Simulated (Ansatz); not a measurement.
Molecule: C2H6O (charge +1, doublet). SMILES of the parent species: COC
Coordinates optimised at B3LYP-D3(BJ)/def2-TZVP (Ansatz, an electronic-structure program):
```
O
C 1 1.4033
H 2 1.0862 1 113.05
C 1 1.4033 2 121.61 3 0.00
H 4 1.0862 1 113.05 2 0.00
H 4 1.1036 5 113.65 1 -120.48
H 2 1.1036 3 113.65 1 -120.48
H 2 1.1036 3 113.65 7 -119.04
H 4 1.1036 5 113.65 6 -119.04
```
Charge +1, spin multiplicity 2.

Parts of the frozen-core correlation energy in cc-pVTZ (Ansatz, hartree). Frozen orbitals: 3; correlated occupied orbitals by spin: 10 and 9; virtual: 161 and 162. Open shells are spin-unrestricted. No spin-orbit coupling. Non-relativistic.

```json
[
 {"term": "reference (HF)", "value": "-153.80678"},
 {"term": "MP2 opposite-spin", "value": "-0.42141"},
 {"term": "MP2 same-spin", "value": "-0.11916"},
 {"term": "CCSD correlation", "value": "-0.58521"},
 {"term": "(T)", "value": "-0.02082"},
 {"term": "T1 diagnostic", "value": "0.026"},
 {"term": "largest doubles amplitude", "value": "0.025"},
 {"term": "<S^2> of the reference", "value": "0.765"}
]
```
